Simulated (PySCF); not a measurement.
PySCF input file for dimethyl sulfide (C2H6S), SMILES CSC, TDDFT-M06-2X/def2-SVPD. Coordinates come from a TPSSh-D3(BJ)/def2-TZVP optimisation.

```python
import numpy as np
from pyscf import gto, scf, dft, tdscf

mol = gto.M(
    atom='''
    C     1.37858167    0.00000000    0.51231273
    S     0.00000000   -0.00000000   -0.65950034
    C    -1.37858167   -0.00000000    0.51231273
    H     1.35844607   -0.89354820    1.13920542
    H     2.29623737    0.00000000   -0.07628444
    H     1.35844607    0.89354820    1.13920541
    H    -1.35844607   -0.89354820    1.13920542
    H    -2.29623737   -0.00000000   -0.07628444
    H    -1.35844607    0.89354821    1.13920542
    ''',
    basis='def2-SVPD',
    charge=0,
    spin=0,
    symmetry=True,
    max_memory=1600,
    verbose=4,
)
mf = dft.RKS(mol, xc='m06-2x').density_fit(auxbasis='def2-universal-jkfit')
mf.grids.level = 4
mf.conv_tol = 1e-9
mf.max_cycle = 100
mf.kernel()
mf.grids = dft.Grids(mol).set(level=2).build(with_non0tab=True)  # coarser grid for the response kernel
td = tdscf.TDDFT(mf)
td.singlet = True
td.nstates = 10
td.conv_tol = 1e-4
td.positive_eig_threshold = 1e-6
td.kernel(x0=td.get_init_guess(mf, 15))
td.analyze()
tt = tdscf.TDA(mf)
tt.singlet = False
tt.nstates = 4
tt.conv_tol = 1e-4
tt.positive_eig_threshold = 1e-6
tt.kernel(x0=tt.get_init_guess(mf, 9))
tt.analyze(verbose=3)
```

Output:

```
PySCF version 2.14.0

[INPUT] verbose = 4
[INPUT] num. atoms = 9
[INPUT] num. electrons = 34
[INPUT] charge = 0
[INPUT] spin (= nelec alpha-beta = 2S) = 0
[INPUT] symmetry True subgroup None
[INPUT] Mole.unit = angstrom
[INPUT] Symbol           X                Y                Z      unit          X                Y                Z       unit  Magmom
[INPUT]  1 C      1.378581670000   0.000000000000   0.512312730000 AA    2.605141796646   0.000000000000   0.968130749828 Bohr   0.0
[INPUT]  2 S      0.000000000000   0.000000000000  -0.659500340000 AA    0.000000000000   0.000000000000  -1.246275021658 Bohr   0.0
[INPUT]  3 C     -1.378581670000   0.000000000000   0.512312730000 AA   -2.605141796646   0.000000000000   0.968130749828 Bohr   0.0
[INPUT]  4 H      1.358446070000  -0.893548200000   1.139205420000 AA    2.567091027292  -1.688561377098   2.152786243420 Bohr   0.0
[INPUT]  5 H      2.296237370000   0.000000000000  -0.076284440000 AA    4.339259746292   0.000000000000  -0.144156699166 Bohr   0.0
[INPUT]  6 H      1.358446070000   0.893548200000   1.139205410000 AA    2.567091027292   1.688561377098   2.152786224523 Bohr   0.0
[INPUT]  7 H     -1.358446070000  -0.893548200000   1.139205420000 AA   -2.567091027292  -1.688561377098   2.152786243420 Bohr   0.0
[INPUT]  8 H     -2.296237370000   0.000000000000  -0.076284440000 AA   -4.339259746292   0.000000000000  -0.144156699166 Bohr   0.0
[INPUT]  9 H     -1.358446070000   0.893548210000   1.139205420000 AA   -2.567091027292   1.688561395995   2.152786243420 Bohr   0.0

nuclear repulsion = 110.803391685617
point group symmetry = C2v
symmetry origin: [1.30614473e-17 5.55801803e-10 6.11381976e-09]
symmetry axis x: [ 1.00000000e+00 -3.61875452e-10 -5.34372217e-10]
symmetry axis y: [-3.61875452e-10 -1.00000000e+00  2.02727384e-10]
symmetry axis z: [-5.34372217e-10 -2.02727321e-10 -1.00000000e+00]
num. orbitals of irrep A1 = 41
num. orbitals of irrep A2 = 18
num. orbitals of irrep B1 = 34
num. orbitals of irrep B2 = 22
number of shells = 51
number of NR pGTOs = 165
number of NR cGTOs = 115
basis = def2-SVPD
ecp = {}


[settings echo left out]
init E= -477.868412196157
HOMO (B2) = -0.267285067206831  LUMO (B1) = -0.0109136746447502  gap/eV = 6.97622
cycle= 1 E= -477.755505298333  delta_E= 0.113  |g|= 0.171  |ddm|= 3.17
HOMO (B2) = -0.251899041536077  LUMO (A1) = 0.0370609815811878  gap/eV = 7.86300
cycle= 2 E= -477.764705692395  delta_E= -0.0092  |g|= 0.0806  |ddm|= 0.503
HOMO (B2) = -0.279741300814074  LUMO (B1) = 0.0358883136194441  gap/eV = 8.58872
cycle= 3 E= -477.766639593127  delta_E= -0.00193  |g|= 0.0259  |ddm|= 0.185
HOMO (B2) = -0.275009644821036  LUMO (B1) = 0.0370689538323279  gap/eV = 8.49209
cycle= 4 E= -477.766837757236  delta_E= -0.000198  |g|= 0.00773  |ddm|= 0.0461
HOMO (B2) = -0.27484206481051  LUMO (B1) = 0.0373519693214339  gap/eV = 8.49523
cycle= 5 E= -477.766852321304  delta_E= -1.46e-05  |g|= 0.00156  |ddm|= 0.0155
HOMO (B2) = -0.274998709308445  LUMO (B1) = 0.0373106842160893  gap/eV = 8.49837
cycle= 6 E= -477.766853059891  delta_E= -7.39e-07  |g|= 0.000415  |ddm|= 0.00224
HOMO (B2) = -0.274933166624692  LUMO (B1) = 0.0373181327873016  gap/eV = 8.49679
cycle= 7 E= -477.766853112709  delta_E= -5.28e-08  |g|= 7.14e-05  |ddm|= 0.000958
HOMO (B2) = -0.274947853707673  LUMO (B1) = 0.0373186878174234  gap/eV = 8.49721
cycle= 8 E= -477.766853114599  delta_E= -1.89e-09  |g|= 1.14e-05  |ddm|= 0.000148
HOMO (B2) = -0.274949516969616  LUMO (B1) = 0.0373183231670948  gap/eV = 8.49724
cycle= 9 E= -477.766853114667  delta_E= -6.87e-11  |g|= 1.32e-06  |ddm|= 3.45e-05
HOMO (B2) = -0.274949424863876  LUMO (B1) = 0.0373184029663967  gap/eV = 8.49724
Extra cycle  E= -477.766853114668  delta_E= -5.68e-13  |g|= 5.39e-07  |ddm|= 4.6e-06
converged SCF energy = -477.766853114668
tot grids = 66400
Overwritten attributes  positive_eig_threshold  of <class 'pyscf.tdscf.rks.TDDFT'>


******** <class 'pyscf.tdscf.rks.TDDFT'> for <class 'pyscf.df.df_jk.DFSymAdaptedRKS'> ********
nstates = 10 singlet
deg_eia_thresh = 1.000e-03
wfnsym = None
conv_tol = 0.0001
eigh lindep = 1e-12
eigh level_shift = 0
eigh max_cycle = 100


Excitation energies (eV)
[5.31741644 5.97400382 6.32250433 6.9304827  7.2426104  7.2624431
 8.06463157 8.06666363 8.3087207  8.59825277]

** Singlet excitation energies and oscillator strengths **
Excited State   1:   A2      5.31742 eV    233.17 nm  f=0.0000
      17 -> 18       -0.61211
      17 -> 23        0.14393
      17 -> 24       -0.31211
Excited State   2:   B2      5.97400 eV    207.54 nm  f=0.0206
      17 -> 19        0.59857
      17 -> 20       -0.33840
      17 -> 22       -0.14911
Excited State   3:   B2      6.32250 eV    196.10 nm  f=0.0107
      17 -> 19       -0.35861
      17 -> 20       -0.57926
      17 -> 22       -0.12589
      17 -> 25       -0.10366
Excited State   4:   A1      6.93048 eV    178.90 nm  f=0.0487
      17 -> 21        0.70336
Excited State   5:   B2      7.24261 eV    171.19 nm  f=0.0011
      17 -> 20       -0.20451
      17 -> 22        0.63303
      17 -> 25        0.15985
      17 -> 31       -0.13732
Excited State   6:   A2      7.26244 eV    170.72 nm  f=0.0000
      17 -> 18        0.33761
      17 -> 23        0.40118
      17 -> 24       -0.46278
Excited State   7:   B2      8.06463 eV    153.74 nm  f=0.0805
      17 -> 22        0.18189
      17 -> 25       -0.65597
      17 -> 27        0.14768
Excited State   8:   A2      8.06666 eV    153.70 nm  f=0.0000
      17 -> 23        0.55696
      17 -> 24        0.41593
Excited State   9:  ???      8.30872 eV    149.22 nm  f=0.0572
      16 -> 18       -0.60854
      16 -> 23        0.10346
      16 -> 24       -0.18530
      17 -> 28       -0.13939
      17 -> 29        0.22655
Excited State  10:   A1      8.59825 eV    144.20 nm  f=0.0043
      16 -> 19       -0.54033
      16 -> 20        0.32402
      16 -> 22        0.10332
      17 -> 26        0.29252

** Transition electric dipole moments (AU) **
state          X           Y           Z        Dip. S.      Osc.
  1         0.0000      0.0000      0.0000      0.0000      0.0000
  2         0.0000      0.3751     -0.0000      0.1407      0.0206
  3        -0.0000      0.2629      0.0000      0.0691      0.0107
  4         0.0000     -0.0000     -0.5357      0.2869      0.0487
  5        -0.0000     -0.0785     -0.0000      0.0062      0.0011
  6        -0.0000     -0.0000     -0.0000      0.0000      0.0000
  7        -0.0000     -0.6384      0.0000      0.4075      0.0805
  8        -0.0000      0.0000     -0.0000      0.0000      0.0000
  9        -0.5302      0.0000      0.0000      0.2812      0.0572
 10         0.0000      0.0000     -0.1421      0.0202      0.0043

** Transition velocity dipole moments (imaginary part, AU) **
state          X           Y           Z        Dip. S.      Osc.
  1        -0.0000      0.0000     -0.0000      0.0000      0.0000
  2         0.0000      0.0789     -0.0000      0.0062      0.0189
  3         0.0000      0.0860      0.0000      0.0074      0.0212
  4         0.0000      0.0000     -0.1516      0.0230      0.0601
  5        -0.0000     -0.0218     -0.0000      0.0005      0.0012
  6        -0.0000      0.0000     -0.0000      0.0000      0.0000
  7         0.0000     -0.1983     -0.0000      0.0393      0.0885
  8        -0.0000     -0.0000      0.0000      0.0000      0.0000
  9        -0.1691      0.0000     -0.0000      0.0286      0.0624
 10         0.0000      0.0000     -0.0465      0.0022      0.0046

** Transition magnetic dipole moments (imaginary part, AU) **
state          X           Y           Z
  1         0.0000      0.0000      0.5897
  2        -0.7660      0.0000      0.0000
  3         0.4480     -0.0000      0.0000
  4         0.0000     -0.0000      0.0000
  5         0.2998     -0.0000     -0.0000
  6         0.0000      0.0000     -0.1799
  7         1.0308      0.0000      0.0000
  8        -0.0000      0.0000      0.2506
  9         0.0000     -0.8873      0.0000
 10         0.0000     -0.0000      0.0000
Overwritten attributes  positive_eig_threshold  of <class 'pyscf.tdscf.rks.TDA'>


******** <class 'pyscf.tdscf.rks.TDA'> for <class 'pyscf.df.df_jk.DFSymAdaptedRKS'> ********
nstates = 4 triplet
deg_eia_thresh = 1.000e-03
wfnsym = None
conv_tol = 0.0001
eigh lindep = 1e-12
eigh level_shift = 0
eigh max_cycle = 100


Excitation energies (eV)
[5.02157754 5.85520443 5.97277861 6.94261192]

** Triplet excitation energies and oscillator strengths **
Excited State   1:   A2      5.02158 eV    246.90 nm  f=0.0000
Excited State   2:   B2      5.85520 eV    211.75 nm  f=0.0000
Excited State   3:   B2      5.97278 eV    207.58 nm  f=0.0000
Excited State   4:   A1      6.94261 eV    178.58 nm  f=0.0000
```

Self-consistency was reached.
